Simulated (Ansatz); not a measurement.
Input (CCSDT(Q)/aug-cc-pV(D+d)Z; Ansatz, a program for electronic structure): A basis named .json is the Basis Set Exchange file of that set.

Ansatz 0.2 input:
```yaml
crystal:
  periodic: [false, false, false]
  atoms:
    - {symbol: Si, position_ang: [0.00120404, 0.00180886, 1.38646730]}
    - {symbol: Si, position_ang: [-0.00120404, -0.00180886, -1.38646730]}
    - {symbol: H, position_ang: [0.00036886, 1.45904824, 1.58578438]}
    - {symbol: H, position_ang: [-1.25989583, -0.72729025, 1.58973123]}
    - {symbol: H, position_ang: [1.26366332, -0.72554387, 1.58753743]}
    - {symbol: H, position_ang: [-0.02742193, -1.45881578, -1.58576119]}
    - {symbol: H, position_ang: [-1.24993550, 0.74885627, -1.58757977]}
    - {symbol: H, position_ang: [1.27322108, 0.70374539, -1.58971209]}
basis:
  gaussian:
    orbitals: aug-cc-pV_D+d_Z.json
total_charge: 1
magnetization: {spin_polarized: true, initial_magnetization: 1}
correlation: {method: ccsdt_q, electrons: outside_noble_gas}
```

Output:

```
Functional definition: HF
integrals: 0.51 GiB planned
2082 factors; integrals over basis functions are off by at most 2.3e-7 eV
mean field: 0.59 GiB planned
mean field evaluation 1: about -15809.5487 eV, gradient 9.6e0 eV
mean field evaluation 2: about -15809.5475 eV, gradient 9.6e0 eV
mean field evaluation 4: about -15810.8151 eV, gradient 6.5e-1 eV
mean field evaluation 8: about -15810.8240 eV, gradient 1.9e-3 eV
mean field evaluation 16: about -15810.8240 eV, gradient 1.9e-6 eV
mean field -15810.82395367 eV, -581.0370633361 hartree, gradient 1.9e-6 eV, S^2 0.754993; 0 other end points of the search recorded, 0 dependent functions left out
10 core orbitals not correlated
reference -15810.82395367 eV, -581.0370633361 hartree; 7, 6 occupied and 101, 102 virtual orbitals, 2082 factors
second order -5.25901789 eV of doubles, -0.00000000 eV of singles
coupled cluster: 7.02 GiB planned
cycle   1  -6.29441711 eV  change    -1.0e0 eV  update   8.2e-2
cycle   2  -6.83242711 eV  change   -5.4e-1 eV  update   3.4e-2
cycle   3  -6.86581839 eV  change   -3.3e-2 eV  update   1.1e-2
cycle   4  -6.87319473 eV  change   -7.4e-3 eV  update   5.2e-3
cycle   5  -6.87213423 eV  change    1.1e-3 eV  update   1.7e-3
cycle   6  -6.87091402 eV  change    1.2e-3 eV  update   7.9e-4
cycle   7  -6.87127376 eV  change   -3.6e-4 eV  update   3.0e-4
cycle   8  -6.87155302 eV  change   -2.8e-4 eV  update   1.2e-4
cycle   9  -6.87154569 eV  change    7.3e-6 eV  update   4.2e-5
cycle  10  -6.87150359 eV  change    4.2e-5 eV  update   1.6e-5
cycle  11  -6.87150057 eV  change    3.0e-6 eV  update   6.7e-6
cycle  12  -6.87150443 eV  change   -3.9e-6 eV  update   2.9e-6
cycle  13  -6.87150871 eV  change   -4.3e-6 eV  update   1.1e-6
cycle  14  -6.87151001 eV  change   -1.3e-6 eV  update   4.2e-7
perturbative correction -0.00428834 eV, -0.0001575935 hartree
Total energy: -15817.69975202 eV, -581.2897442648 hartree
```
